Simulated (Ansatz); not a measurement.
# CH4SSi: energies and forces away from the minimum

An exercise on one series of results from a longer session: the logs are not shown, and one member is left open.

Computed with Ansatz 0.2.0, Gaussian basis. Level: single points with forces in def2-TZVPP.

Levels: PBE-D4, r2SCAN-D4, PBE0-D4, wB97M-V, Hartree-Fock, MP2, CCSD, CCSD(T). Each coordinate is moved by a Gaussian draw of the width named (0.7 of it for atoms other than hydrogen): 0.12, 0.09, 0.06, 0.02 Å.

Cores are frozen in the correlated methods.

11 further runs of the same task are left out: 11 set aside as unsound or not needed.

### The starting structure

The minimum, relaxed at PBE0-D4: SMILES `CS[SiH]`, 7 atoms, charge 0, spin multiplicity 1.

Atoms are counted from 1 here; the program's logs count them from 0.

Bond lengths: C1–S2 1.812 Å, C1–H4 1.090 Å, C1–H5 1.090 Å, C1–H6 1.090 Å, S2–Si3 2.094 Å, Si3–H7 1.525 Å. Angles: S2–C1–H4 108.9°, S2–C1–H5 110.6°, S2–C1–H6 108.9°, H4–C1–H5 109.7°, H4–C1–H6 109.1°, H5–C1–H6 109.7°, C1–S2–Si3 103.9°, S2–Si3–H7 89.2°.

Geometry (Å):

```xyz
7

C    -0.8388    0.6077   -0.3592
S    -0.1587   -0.7926    0.5691
Si    1.9063   -0.6500    0.2541
H    -1.3810    1.2569    0.3278
H    -0.0403    1.1710   -0.8432
H    -1.5295    0.2298   -1.1126
H     2.1033   -1.8907    1.1184
```

Energies of the minimum (eV), from earlier single points: PBE-D4 -19805.60716, r2SCAN-D4 -19813.47376, PBE0-D4 -19807.32984, B3LYP-D4 -19817.10744, wB97M-V -19813.84012, CCSD(T) -19788.17580.

The first run:

ccsdt-tzvpp/in.yaml reads:

```yaml
crystal:
  periodic: [false, false, false]
  atoms:
    - {symbol: C, position_ang: [-0.789496, 0.547551, -0.427445]}
    - {symbol: S, position_ang: [-0.168690, -0.803734, 0.503919]}
    - {symbol: Si, position_ang: [1.869085, -0.711437, 0.375548]}
    - {symbol: H, position_ang: [-1.489418, 1.186181, 0.224409]}
    - {symbol: H, position_ang: [0.145070, 1.081661, -1.005603]}
    - {symbol: H, position_ang: [-1.757048, 0.159502, -1.176972]}
    - {symbol: H, position_ang: [2.271209, -1.957005, 1.177141]}
basis:
  gaussian: {orbitals: def2-TZVPP}
correlation: {method: ccsd_t}
output: {forces: true}
```

No record of the launch command was kept for these runs.

Steps of the session up to this table: Structure 1, width 0.12 Å; Structure 2, width 0.09 Å; Structure 3, width 0.06 Å; Structure 4, width 0.02 Å.

One of the session's tables, all rows but one given; the rest of the session is left out.

| method | RMS force component (eV/Å) | angle to CCSD(T) forces (°) | dipole (D) |
| --- | --- | --- | --- |
| PBE-D4 | 0.396 | 16.7 | 1.55 |
| r2SCAN-D4 | 0.468 | 6.7 | 1.58 |
| PBE0-D4 | 0.473 | 12.3 | 1.49 |
| wB97M-V | ? | ? | ? |
| CCSD(T) | 0.478 | reference | 1.46 |

Q: Estimate the row for wB97M-V from the others.

The run gave: RMS force component (eV/Å): 0.496; angle to CCSD(T) forces (°): 8.5; dipole (D): 1.47. In the column «RMS force component (eV/Å)» it is the highest.
